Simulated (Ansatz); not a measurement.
Geometry optimisation, Ansatz 0.2.0, UKS B3LYP/6-31G*.

Input file:

```yaml
crystal:
  periodic: [false, false, false]
  atoms:
    - { symbol: B, position_ang: [0.0, 0.0, 0.0] }
    - { symbol: F, position_ang: [0.0, 0.0, 1.57] }
    - { symbol: H, position_ang: [1.0305, 0.0, -0.595] }
    - { symbol: O, position_ang: [-1.2211, 0.0, -0.705] }
    - { symbol: H, position_ang: [-1.7308, -0.8467, -0.4965] }
    - { symbol: H, position_ang: [0.0, 0.0, 2.79] }
magnetization:
  spin_polarized: true
  initial_magnetization: 1
basis:
  gaussian: { orbitals: "6-31G*" }
hamiltonian:
  xc: b3lyp
relax:
  f_tol: 0.15
  max_steps: 25
  restrain:
    - { distance: [1, 5], at: 2.12, k: 30.0 }
    - { distance: [0, 1], at: 1.32, k: 30.0 }
```

Run as:

```bash
$ ansatz run input.yaml --threads 1 --pin off --max-ram 2048MiB --backend cpu --events-out ev --progress --plain --runs-dir out
```

Question: Where does it end, and by what steps?

Answer: It converged. The restraints hold the end off the free minimum; the threshold counts their pulls, which the force column leaves out. Restrained pairs: F2–H6 (1.22 → 2.13 Å), B1–F2 (1.57 → 1.33 Å). After 7 steps the energy has fallen by 2.583 eV (the restraints' own energy left out); H6 moved furthest, 0.53 Å.

| step | energy less start (eV) | largest force component (eV/Å) | accepted |
| --- | --- | --- | --- |
| 0 | 0.0000 | 6.453 | yes |
| 1 | -1.6070 | 3.838 | yes |
| 2 | -1.9824 | 3.302 | yes |
| 3 | -2.2778 | 2.214 | yes |
| 4 | -2.4324 | 1.537 | yes |
| 5 | -2.5289 | 0.948 | yes |
| 6 | -2.5814 | 0.392 | yes |
| 7 | -2.5827 | 0.338 | yes |

```xyz
6
Properties=species:S:1:pos:R:3
B 0.015 -0.084 -0.109
F -0.040 -0.264 1.209
H 1.033 0.253 -0.623
O -1.081 -0.282 -0.873
H -1.852 -0.555 -0.349
H 0.003 0.086 3.309
```

Run time: 14 s on 1 thread of Arm Neoverse V2, with other jobs on the host, peak memory 0.13 GiB.
